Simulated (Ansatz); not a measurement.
Width of the whole s-p valence band (eV) along a series of related solids, from PBE0 (Ansatz, a program for electronic structure, PAW).

| solid | PBE0 |
|---|---|
| zinc-blende BAs | 17.07 |
| zinc-blende AlAs | 13.16 |
| zinc-blende GaAs | 14.09 |
| zinc-blende InAs | 13.12 |

A member of the series is missing where a level wasn't run or failed, where a doubt is noted on the run or the magnetic state, for phases of high temperature or layered ones, and where values are held back for tests.

Spin–orbit coupling is left out, also for the solids with elements from indium on (zinc-blende InAs); its size isn't shown.

Cells: PBE0 at the measured cell. Ansatz's density-functional and Hartree–Fock values are scalar-relativistic unless marked +SOC, with PAW data made under PBE.
